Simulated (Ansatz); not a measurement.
Mulliken charges of C₂H₄N₂O₂ (`NC1(O)N=C1O`) from PBE/def2-TZVPP in Ansatz (PBE0-D4/def2-TZVP geometry).

| atom | x (Å) | y (Å) | z (Å) | charge (e) |
| --- | --- | --- | --- | --- |
| N1 | 0.139 | -1.434 | 0.754 | -0.276 |
| C2 | 0.367 | -0.280 | -0.009 | 0.081 |
| O3 | 1.708 | -0.215 | -0.311 | -0.270 |
| N4 | -0.611 | 0.196 | -1.088 | -0.142 |
| C5 | -0.492 | 0.852 | -0.016 | 0.118 |
| O6 | -0.987 | 1.936 | 0.550 | -0.200 |
| H7 | -0.846 | -1.627 | 0.861 | 0.148 |
| H8 | 0.617 | -2.229 | 0.350 | 0.152 |
| H9 | 1.816 | 0.418 | -1.026 | 0.194 |
| H10 | -1.627 | 2.331 | -0.063 | 0.194 |

Problem. By hand: the dipole of these point charges (1 e Å = 4.8032 D).

Solution. Σ q r = (-0.238, 0.070, -0.113) e Å, of length 0.273 e Å = 1.31 D.

Problem. How does the dipole of the full density compare? (An estimate is asked.)

Solution. The calculation gave: (-0.252, 0.174, -0.105) e Å, 1.55 D; the point charges give 0.85 times that, at 18° from its direction.

Point charges leave out the atoms' own dipoles, such as those of lone pairs, and Mulliken's split depends on the basis, so the two needn't agree.
